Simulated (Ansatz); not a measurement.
## Worked example: correlation energy of HCSi, quartet

Geometry: a point of a breathe scan, not a stationary point.

```
atom   x (Å)    y (Å)    z (Å)
  Si  0.0000   0.0364   0.6907
   C  0.0000  -0.1421  -1.4195
   H  0.0000   0.6787  -2.3304
```

Basis 6-31G; Ansatz 0.2.0. Correlated methods freeze the noble-gas cores, which leaves 9 electrons in 18 orbitals. Prefix R: restricted or restricted open-shell reference; prefix U: unrestricted.

Full CI is exact within this basis and frozen core; it isn't the basis-set limit. The frozen core follows each run's orbitals, which can shift R against U totals by a few meV.

Runs differ by some tens of microhartree through their thresholds and, for an open shell, their frozen cores, so steps under 0.1 kcal/mol mean nothing.

| level | total energy (hartree) |
| --- | --- |
| UHF | -327.155005 |
| UMP2 | -327.235634 |
| UCCSD | -327.262414 |
| UCCSD(T) | -327.265099 |
| UCCSDT | -327.266113 |
| UCCSDT(Q) | -327.266379 |
| full CI | -327.266394 |

**Question.** What is the correlation energy at full CI, and what share of it do UMP2 and UCCSDT recover?

**Answer.** E(corr) = -327.266394 − (-327.155005) = -0.111389 hartree = -3.031 eV. UMP2: -0.080629 / -0.111389 = 72.39 %. UCCSDT: -0.111108 / -0.111389 = 99.75 %.

**Question.** By how many kcal/mol does UCCSD(T) miss full CI (1 hartree = 627.509 kcal/mol), and which steps make up the rest?

**Answer.** -327.265099 − (-327.266394) = 0.001295 hartree = 0.81 kcal/mol. Steps: UCCSDT − UCCSD(T) = -0.64, UCCSDT(Q) − UCCSDT = -0.17, full CI − UCCSDT(Q) = -0.01 kcal/mol. Differences between like states or geometries often cancel part of this.
